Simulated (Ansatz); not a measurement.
C4H4F2, SMILES `F/C=C/C=C/F` at its PBE0-D4/def2-TZVP geometry, where that method's forces vanish. Total charge 0; spin multiplicity 1.

```xyz
10

F    -2.8067    0.9761   -0.2179
C    -1.7144    0.2806   -0.5412
C    -0.5956    0.3715    0.1658
C     0.5957   -0.3712   -0.1660
C     1.7144   -0.2807    0.5413
F     2.8066   -0.9764    0.2180
H    -1.8590   -0.3395   -1.4189
H    -0.5817    1.0324    1.0272
H     0.5819   -1.0319   -1.0275
H     1.8590    0.3392    1.4192
```

Problem. What forces (eV/Å) does ωB97M-V/def2-TZVPP give on these atoms in the Gaussian-basis code of Ansatz? (Estimate.)

Solution. Ansatz gave: 
```
F1  -0.257  0.169  0.083
C2   0.435 -0.205 -0.036
C3  -0.506  0.258  0.066
C4   0.506 -0.258 -0.066
C5  -0.435  0.205  0.036
F6   0.257 -0.169 -0.083
H7   0.020  0.047  0.072
H8  -0.016 -0.043 -0.063
H9   0.016  0.042  0.063
H10 -0.020 -0.047 -0.072
```
